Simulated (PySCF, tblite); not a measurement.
## Complex of chloride, hydrogen sulfide and hydrogen chloride

A gas-phase complex of chloride, hydrogen sulfide and hydrogen chloride; charge -1, singlet. The structure comes from a short search (6 tight-binding starts) and was relaxed by PBE0-D3(BJ)/def2-SVPD; another way of binding may lie lower. Frequencies by PBE0-D3(BJ)/def2-SVPD show no clear imaginary mode.

Parts: 1 = chloride ([Cl-]), atoms 1, charge -1; 2 = hydrogen sulfide (S), atoms 2–4; 3 = hydrogen chloride (Cl), atoms 5–6.

```csv
atom,part,x (Å),y (Å),z (Å)
Cl1,1,0.204,-0.625,0.003
S2,2,1.193,2.216,-2.155
H3,2,0.488,1.191,-1.597
H4,2,2.212,1.979,-1.288
Cl5,3,3.040,0.537,0.636
H6,3,1.647,-0.059,0.350
```

| contact | kind (by geometry) | distance (Å) | angle (°) |
| --- | --- | --- | --- |
| H6···Cl1 | hydrogen bond | 1.588 | 177 |
| H3···Cl1 | hydrogen bond | 2.436 | 153 |
| H4···Cl5 | hydrogen bond | 2.543 | 146 |

Deforming the relaxed parts to their shape here costs 16.9 kcal/mol, which the interaction energies leave out.

Interaction energies are complex less parts, with the parts frozen as they stand in it; counterpoise-corrected, in kcal/mol (PySCF).

Q: Give the interaction energy at each level run.

A: 
```tsv
level	interaction	superposition error removed
wB97M-D3(BJ)/def2-TZVPD	-48.24	-0.30
PBE0-D3(BJ)/def2-TZVPD	-53.63	-0.34
RI-MP2/aug-cc-pVTZ	-50.81	-2.46
```

Q: What holds them together? Decompose the wB97M-D3(BJ)/def2-TZVPD energy: frozen parts, their antisymmetrised product, then relaxation.

A: electrostatic -58.9, Pauli repulsion +82.3, orbital relaxation -69.3, dispersion correction -2.7 kcal/mol, which sum to the value before the counterpoise correction; the Pauli term holds the exchange-correlation of the frozen density too. Of the attraction, 53 % is orbital relaxation, 45 % is electrostatic, 2 % is dispersion correction.

Q: Are the pair energies additive?

A: The pairs sum to -50.05 kcal/mol (1–2 -11.0, 1–3 -39.2, 2–3 0.2); the rest of +1.81 is a many-body weakening.

The parts were also relaxed and run alone, at the levels used for the complex: shieldings by PBE0/aug-pcSseg-2.

Values alone: Cl5–H6 bond (Å): 1.288; shielding of H6 (ppm): 30.59; shielding of Cl1 (ppm): 1149.3; shielding of H3 (ppm): 30.34; shielding of Cl5 (ppm): 941.7.

Q: What does binding change?

A: 
```
              property   alone  in the complex  change
       Cl5–H6 bond (Å)   1.288           1.542  +0.253
 shielding of H6 (ppm)   30.59           12.90  -17.68
shielding of Cl1 (ppm)  1149.3           862.3  -286.9
 shielding of H3 (ppm)   30.34           26.40   -3.94
shielding of Cl5 (ppm)   941.7           867.8   -73.9
```

Density functionals tend to overstate the lengthening and the red shift of so strongly bound an X–H bond.

Q: What are the binding energy from relaxed parts (wB97M-D3(BJ)/def2-TZVPD), and ΔH and ΔG of association at 298.15 K and 1 atm?

A: -31.38 kcal/mol, -30.36 with zero-point energy; ΔH -31.8 and ΔG -16.7 kcal/mol, from harmonic vibrations by PBE0-D3(BJ)/def2-SVPD with low modes damped.

The 5 runs behind this took 2.7 min in all, one thread each of Arm Neoverse V2 on a shared host, launched as `OMP_NUM_THREADS=1 python cluster_run.py task.json out`.
